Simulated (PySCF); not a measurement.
A rate constant, worked out

An elementary step of BH2SF, closed shell (BH₂SF ([F][BH][SH]) → BSF + H₂; B–H, S–H broken or loosened, H–H formed or tightened). The start structure is the reactant molecule, and the electronic barrier above it is 2.366 eV by CCSD(T) at an estimated basis limit (MP2 extrapolated from triple and quadruple zeta, plus CCSD(T) − MP2 in triple zeta). Computed with PySCF 2.14 with density fitting (its default auxiliary sets; JK sets also for MP2 and CCSD(T)) (basis: def2-TZVPP and def2-QZVPP); correlated methods freeze the cores. Extrapolation: Hartree–Fock as exp(−7.88 √X), correlation as X^−2.97. Harmonic wavenumbers (analytic Hessian with the translational sum rule) at PBE0-D4/def2-TZVP (PySCF 2.14 with density fitting (its default auxiliary sets; JK sets also for MP2 and CCSD(T))), in cm⁻¹:

Start: 347, 429, 741, 836, 885, 1097, 1323, 2650, 2727.

Saddle: 1193i, 333, 430, 806, 874, 1158, 1412, 1987, 2067.

Problem. Work out the transition-state-theory rate constant at 800 K from these numbers alone (harmonic vibrations; rotation, path degeneracy and anharmonicity left out), and the Wigner tunnelling factor. Use 1 cm⁻¹ = 1.2398 × 10⁻⁴ eV and k_B = 8.617 × 10⁻⁵ eV/K.

Solution. Zero-point energies, half the sums: start 11035/2 cm⁻¹ = 0.6841 eV; saddle, real modes only, 9067/2 cm⁻¹ = 0.5621 eV.
Barrier with zero-point energy: 2.366 + 0.5621 − 0.6841 = 2.2440 eV.
k_BT = 0.06894 eV, so the barrier is 32.55 k_BT.
Vibrational partition functions from the zero-point level, ln q = −Σ ln(1 − exp(−hν/k_BT)): start 2.436, saddle 2.185.
k = (k_BT/h) exp(ln q‡ − ln q) exp(−E0/k_BT), with log₁₀(k_BT/h in s⁻¹) = 13.22: log₁₀ k = 13.22 + (-0.251 − 32.55)/2.3026 = -1.03, so k ≈ 9 × 10^(-2) s⁻¹.
Wigner factor: 1 + (hν‡/k_BT)²/24 = 1 + (2.15)²/24 = 1.19. A change of 1 kcal/mol (0.043 eV) in the barrier would change k by a factor of 1.9 at this temperature.

No T1 diagnostic of these runs exceeds 0.018.

Labels in which every atom is bracketed show which atoms are joined, not bond orders.

For scale, one of the runs: CCSD(T)/def2-TZVPP, 132 basis functions, launched by `OMP_NUM_THREADS=4 python run.py`. The run took 76 s on 4 CPU threads of an Arm Neoverse N1 (shared host), with 0.72 GiB of host memory at its peak.
